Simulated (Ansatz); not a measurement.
# C5: the cost of one run

Method: Hartree-Fock, Gaussian basis cc-pVTZ, and further levels as typed in the inputs, in Ansatz 0.2.0.

### Step 1. The system as given

Bond lengths: C1–C2 1.300 Å, C2–C3 1.285 Å, C3–C4 1.285 Å, C4–C5 1.300 Å. Angles: C1–C2–C3 180.0°, C2–C3–C4 180.0°, C3–C4–C5 180.0°.

Coordinates:

```xyz
5

C     0.0000    0.0000   -2.5850
C     0.0000    0.0000   -1.2850
C     0.0000    0.0000    0.0000
C     0.0000    0.0000    1.2850
C     0.0000    0.0000    2.5850
```

### Step 2. Relaxing the atoms: C5

Contents of input.yaml:

```yaml
relax:
  f_tol: 0.001
  max_steps: 200
crystal:
  periodic: [false, false, false]
  atoms:
    - { symbol: C, position_ang: [0.0, 0.0, -2.585] }
    - { symbol: C, position_ang: [0.0, 0.0, -1.285] }
    - { symbol: C, position_ang: [0.0, 0.0, 0.0] }
    - { symbol: C, position_ang: [0.0, 0.0, 1.285] }
    - { symbol: C, position_ang: [0.0, 0.0, 2.585] }
basis:
  gaussian: { orbitals: cc-pVTZ }
hamiltonian:
  xc: hf
output:
  orbitals: {}
```

Command:

```bash
$ ansatz run input.yaml --threads 4 --pin off --max-ram 6144MiB --backend cpu --events-out ev --progress --plain --runs-dir out
```

What time and memory should one allow on 4 threads of Arm Neoverse N1, shared host?

About 8.7 s, with a peak of 0.34 GiB.
